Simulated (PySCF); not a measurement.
Species: C₅H₁₂N (doublet state).
Z-matrix (Å and degrees, GFN2-xTB geometry), rows numbered from 1:
```
C 
C   1  1.4895
C   2  1.4968  1  118.67
N   2  1.4035  1  120.42  3  -157.24
C   4  1.4480  2  116.91  1  -149.27
C   4  1.4396  2  118.69  1    -8.97
H   1  1.0886  2  109.18  3   -33.53
H   1  1.0900  2  111.72  3  -152.87
H   1  1.1004  2  113.19  3    85.78
H   3  1.0914  2  111.39  1  -130.64
H   3  1.0967  2  112.34  1   108.72
H   3  1.0884  2  110.09  1   -10.64
H   5  1.0999  4  112.17  2    78.98
H   5  1.0859  4  110.04  2   -41.87
H   5  1.0912  4  109.03  2  -160.98
H   6  1.0914  4  108.46  2   167.22
H   6  1.1002  4  113.02  2   -73.11
H   6  1.0870  4  109.97  2    48.83
```

The hyperfine couplings belong to this conformer and change with its torsions.

Identity: `C[C](C)N(C)C` [radical].

Method used: UKS B3LYP, pcH-1 on C H N, non-relativistic, mean-field spin-orbit, GIAO in PySCF. Geometry: GFN2-xTB, one conformer, isolated molecule. Couplings are sensitive to structure, and on GFN2-xTB geometries they can be far from those on DFT ones. Stability of the SCF solution: not tested.

Problem. Predict the first-order ENDOR lines of N4, H7/H8/H9, H10/H11/H12 and H13 (×6) under fast tumbling at B = 337.4 mT (X band).

Solution. For S = 1/2 in fast tumbling each set of equivalent nuclei gives two lines, ν± = |νn ± a/2| to first order, with νn = g_N μN B/h and μN/h = 7.62259 MHz/T.

| nuclei | isotope | g_N | νn (MHz) | a_iso (MHz) | lower line (MHz) | upper line (MHz) |
| --- | --- | --- | --- | --- | --- | --- |
| N4 | 14N | 0.4038 | 1.04 | 7.59 | 2.76 | 4.83 |
| H7/H8/H9 | 1H | 5.5857 | 14.37 | 61.92 | 16.59 | 45.32 |
| H10/H11/H12 | 1H | 5.5857 | 14.37 | 50.75 | 11.01 | 39.74 |
| H13 (×6) | 1H | 5.5857 | 14.37 | 9.79 | 9.47 | 19.26 |

Problem. Which pairs are centred on the nuclear Larmor frequency, and which on half the coupling?

Solution. Centred on νn, since |a| < 2νn: H13 (×6). Centred on |a|/2 and split by 2νn: N4, H7/H8/H9 and H10/H11/H12.

Problem. At what field would the lower line of H10/H11/H12 fall to zero frequency?

Solution. Where νn = |a|/2, that is B = 25.38 MHz/(5.5857 × 7.62259 MHz/T) = 596 mT, as far as first order holds there.

Means are taken over nuclei equivalent by connectivity, which assumes that they swap fast. C1 and C3, with what hangs on them, aren't averaged: C2 is flat or nearly so (angle sum 356°), and its turn about the short C2–N4 bond (1.40 Å) is taken as slow. The three 1H nuclei of mean +61.9 MHz run from 22.8 to 124.5 MHz in the frozen geometry. The three 1H nuclei of mean +50.8 MHz run from 22.2 to 88.5 MHz in the frozen geometry.
